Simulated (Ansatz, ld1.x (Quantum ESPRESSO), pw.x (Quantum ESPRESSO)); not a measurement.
# pw.x on fcc K: one setting changed

Potential: norm-conserving Troullier–Martins (Kleinman–Bylander form), ld1.x (Quantum ESPRESSO) 7.5, LDA (PW92); core [Ar], reference 4s1 4p0; waves: 4p (bound, empty): rc 3.65 bohr; 3d channel at -0.2 Ry: rc 3.50 bohr; 4s (bound): rc 3.55 bohr; local part: the s channel; core correction: Bessel-smoothed model core inside 1.90 bohr.

The reference run (k-mesh 9³, cutoffs 50/200 Ry, Fermi–Dirac 0.01 Ry, mixing_beta 0.4, conv_thr 1e-9, no spin) gives -0.03 GPa at 64.692 Å³/atom, where all-electron LAPW gives -0.01 GPa. This run, with its own iteration cap, changes diagonalization to cg.

```
&control
  calculation='scf', prefix='x', pseudo_dir='./', outdir='./tmp', tstress=.true., disk_io='none'
/
&system
  ibrav=0, nat=1, ntyp=1, ecutwfc=50, ecutrho=200, nbnd=7,
  occupations='smearing', smearing='fd', degauss=0.01
/
&electrons
  conv_thr=1e-09, mixing_beta=0.4, electron_maxstep=60, diagonalization='cg'
/
ATOMIC_SPECIES
K 1.0 K.UPF
CELL_PARAMETERS angstrom
  0.00000000 3.18620363 3.18620363
  3.18620363 0.00000000 3.18620363
  3.18620363 3.18620363 0.00000000
ATOMIC_POSITIONS crystal
K 0.0000 0.0000 0.0000
K_POINTS automatic
9 9 9 0 0 0
```

```bash
pw.x < K.scf.in > K.scf.out
```

How does the run end?

It converges in 6 iterations; the free energy moves by +0.0 meV/atom and the pressure by +0.00 GPa. The result is that of the reference run.

```
Message from routine setup:
     using ibrav=0 with symmetry is DISCOURAGED, use correct ibrav instead
     lattice parameter (alat)  =       8.5151  a.u.
     unit-cell volume          =     436.5633 (a.u.)^3
     number of electrons       =         1.00
     number of Kohn-Sham states=            7
     kinetic-energy cutoff     =      50.0000  Ry
     charge density cutoff     =     200.0000  Ry
     scf convergence threshold =      1.0E-09
     Exchange-correlation= PW
     number of k points=    35  Fermi-Dirac smearing, width (Ry)=  0.0100
     iteration #  1     ecut=    50.00 Ry     beta= 0.40
     c_bands:  1 eigenvalues not converged
     c_bands:  1 eigenvalues not converged
     c_bands:  1 eigenvalues not converged
     c_bands:  1 eigenvalues not converged
     c_bands:  1 eigenvalues not converged
     total energy              =     -10.60085064 Ry
     estimated scf accuracy    <       0.00041566 Ry
     iteration #  2     ecut=    50.00 Ry     beta= 0.40
     total energy              =     -10.60085388 Ry
     estimated scf accuracy    <       0.00014555 Ry
     iteration #  3     ecut=    50.00 Ry     beta= 0.40
     total energy              =     -10.60085563 Ry
     estimated scf accuracy    <       0.00000007 Ry
     iteration #  4     ecut=    50.00 Ry     beta= 0.40
     total energy              =     -10.60085593 Ry
     estimated scf accuracy    <          7.8E-09 Ry
     iteration #  5     ecut=    50.00 Ry     beta= 0.40
     total energy              =     -10.60085594 Ry
     estimated scf accuracy    <          6.9E-09 Ry
     iteration #  6     ecut=    50.00 Ry     beta= 0.40
     the Fermi energy is    -0.2623 ev
!    total energy              =     -10.60085594 Ry
     estimated scf accuracy    <          1.1E-10 Ry
     smearing contrib. (-TS)   =      -0.00326537 Ry
     The total energy is F=E-TS. E is the sum of the following terms:
     one-electron contribution =       0.31662811 Ry
     hartree contribution      =       0.00158219 Ry
     xc contribution           =     -10.53506493 Ry
     ewald contribution        =      -0.38073595 Ry
     convergence has been achieved in   6 iterations
          total   stress  (Ry/bohr**3)                   (kbar)     P=       -0.26
     Message from routine punch:
     Nothing written, as per user request (disk_io='none')
```

The run took about 12 s on one core of a shared host (Neoverse-V1, 32 threads, 247 GiB, load 29).
